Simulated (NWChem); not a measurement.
methyl formate (C₂H₄O₂); SMILES COC=O

```xyz
8

C     -0.5128    -1.3151     0.0000
O      0.6744    -0.5366    -0.0001
C      0.5044     0.7822     0.0000
O     -0.5508     1.3474     0.0000
H     -1.1182    -1.1059    -0.8944
H     -0.1945    -2.3638     0.0051
H     -1.1230    -1.0986     0.8895
H      1.4975     1.2786     0.0002
```
Atoms are numbered in this order, from 1.

All runs: NWChem. Medium grid unless said otherwise, to which SCAN and Minnesota functionals are sensitive. Coordinates come from a PBE0/def2-SVP optimisation. Hybrids' shares of exact exchange are those that their runs print; pure functionals count as 0. The functionals differ in more than this share.

```csv
row,share of exact exchange,orbital gap (eV)
PBE/def2-SVP,0.00,5.57
TPSS/def2-SVP,0.00,5.86
B3LYP/def2-SVP,0.20,7.91
MPW1K/def2-SVP,0.43,10.62
MN15/def2-SVP,0.44,10.15
M06-2X/def2-SVP,0.54,withheld
Hartree-Fock/def2-SVP,1.00,17.41
```

Q: Fit a straight line of the last column on the one before it, predict the withheld value, and compare with the run.

A: 
1. Means of the 6 shown rows: x = 0.345, y = 9.587. Slope Σ(x − x̄)(y − ȳ)/Σ(x − x̄)² = 8.180/0.7044 = 11.61; intercept 5.581.
2. The shown rows scatter about the line by 0.264 (root mean square); the largest residual is -0.54, at MN15/def2-SVP.
3. At x = 0.54 (M06-2X/def2-SVP; inside the shown range) the line gives 11.85.
4. The run gives 11.35, -0.50 from the line, 1.9 times the scatter.
